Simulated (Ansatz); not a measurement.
Grey tin (α-Sn), treated with HSE06 (PAW; Ansatz, an electronic-structure program).

Run with plane-wave cutoff 500 eV, 6×6×1 k mesh (along the axes of the cell as run), Fermi–Dirac smearing 0.1 eV, scalar-relativistic PAW data made under PBE.

The cell is the one relaxed with r²SCAN.

Question: Predict the surface energy of the (111) face and work function of the (111) face.

Answer: 
* **surface energy of the (111) face**: 0.79 J/m²
* **work function of the (111) face**: 4.43 eV

Note: exact exchange on metals is sensitive to the k mesh and can open a false gap; the run warned that the count of filled bands differs between k points.

The slab of 6 atoms is relaxed and unreconstructed.

Spin–orbit coupling is not included.

The computed numbers hold no vibrational or temperature effects.
